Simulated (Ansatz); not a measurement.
Geometry optimisation, Ansatz 0.2.0, UKS PBE0/6-31G*.

Input file:

```yaml
crystal:
  periodic: [false, false, false]
  atoms:
    - { symbol: B, position_ang: [0.0, 0.0, 0.0] }
    - { symbol: Cl, position_ang: [0.0, 0.0, 2.11] }
    - { symbol: H, position_ang: [1.0305, 0.0, -0.595] }
    - { symbol: H, position_ang: [-1.0305, 0.0, -0.595] }
    - { symbol: Si, position_ang: [0.0, 0.0, 4.54] }
    - { symbol: H, position_ang: [-0.7436, -1.1581, 5.0274] }
    - { symbol: H, position_ang: [1.3747, -0.0649, 5.0274] }
    - { symbol: H, position_ang: [-0.6311, 1.223, 5.0274] }
magnetization:
  spin_polarized: true
  initial_magnetization: 1
basis:
  gaussian: { orbitals: "6-31G*" }
hamiltonian:
  xc: pbe0
relax:
  f_tol: 0.15
  max_steps: 25
  restrain:
    - { distance: [1, 4], at: 2.13, k: 30.0 }
    - { distance: [0, 1], at: 3.06, k: 30.0 }
```

Launched with:

```bash
$ ansatz run input.yaml --threads 1 --pin off --max-ram 2048MiB --backend cpu --events-out ev --progress --plain --runs-dir out
```

Problem. Where does it end, and by what steps?

Solution. The forces met the threshold. The restraints hold the end off the free minimum. After 13 steps the energy has fallen by 0.429 eV (the restraints' own energy left out); Cl2 moved furthest, 1.16 Å. Parted: B1–Cl2 (2.11 → 3.06 Å).

```tsv
step	energy less start (eV)	largest force component (eV/Å)	accepted
0	0.0000	2.056	yes
1	0.0972	1.159	yes
2	-0.0153	1.456	yes
3	-0.1835	0.871	yes
4	-0.2907	0.817	yes
5	-0.3130	0.751	yes
6	-0.3541	0.707	yes
7	-0.3751	0.618	yes
8	-0.3751	0.689	yes
9	-0.3900	0.612	yes
10	-0.3959	0.684	yes
11	-0.4143	0.569	yes
12	-0.4148	0.648	yes
13	-0.4287	0.561	yes
```

```xyz
8
Properties=species:S:1:pos:R:3
B 0.001 0.116 -0.350
Cl 0.026 1.065 2.557
H 1.065 -0.424 -0.274
H -1.083 -0.381 -0.258
Si 0.002 0.065 4.415
H -0.753 -1.200 4.250
H 1.406 -0.201 4.811
H -0.664 0.960 5.392
```

The run took 41 s on 1 thread of AMD EPYC 7R43 64-Core Processor (Zen 3), with other jobs on the host, peak memory 0.17 GiB.
